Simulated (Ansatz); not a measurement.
Input file:

```yaml
crystal:
  periodic: [false, false, false]
  atoms:
    - {symbol: C, position_ang: [0.000000, 0.000000, 0.362737]}
    - {symbol: Na, position_ang: [0.000000, 0.000000, -1.827483]}
    - {symbol: H, position_ang: [0.000000, 0.000000, 1.464746]}
basis:
  gaussian: {orbitals: cc-pVDZ}
magnetization: {spin_polarized: false, initial_magnetization: 2}
correlation: {method: sc_nevpt2, electrons: outside_noble_gas, active_space: {window: {electrons: 4, orbitals: 4}}}
```

```sh
$ ansatz run in.yaml --threads 1 --pin off --events-out ev --progress --plain --max-ram 2393MiB
```

Output:

```
344 factors; integrals over basis functions are off by at most 8.8e-4 eV
mean field evaluation 1: about -5446.5769 eV, gradient 1.3e1 eV
mean field evaluation 2: about -5446.5901 eV, gradient 1.3e1 eV
mean field evaluation 4: about -5447.0183 eV, gradient 6.8e0 eV
mean field evaluation 8: about -5447.1946 eV, gradient 8.8e-1 eV
mean field evaluation 16: about -5447.2270 eV, gradient 1.3e-6 eV
mean field -5447.22701201 eV, -200.1819004283 hartree, gradient 7.4e-6 eV, S^2 2.000000; 0 other end points of the search recorded, 0 dependent functions left out
reference -5447.22701201 eV, -200.1819004283 hartree; 10, 8 occupied and 27, 29 virtual orbitals, 344 factors
state -5447.71242075 eV, -200.1997388706 hartree
state -5447.71242075 eV, -200.1997388706 hartree; corrected -5450.09103877 eV, -200.2871514703 hartree
Total energy: -5450.09103877 eV, -200.2871514703 hartree
```

Natural occupations: 1.9779 1.0000 1.0000 0.0221.

For the same geometry and basis full CI lies 623.1 meV lower.

Ran on 1 thread of Arm Neoverse V2, shared host: 0.45 s wall, 0.07 GiB peak host memory.
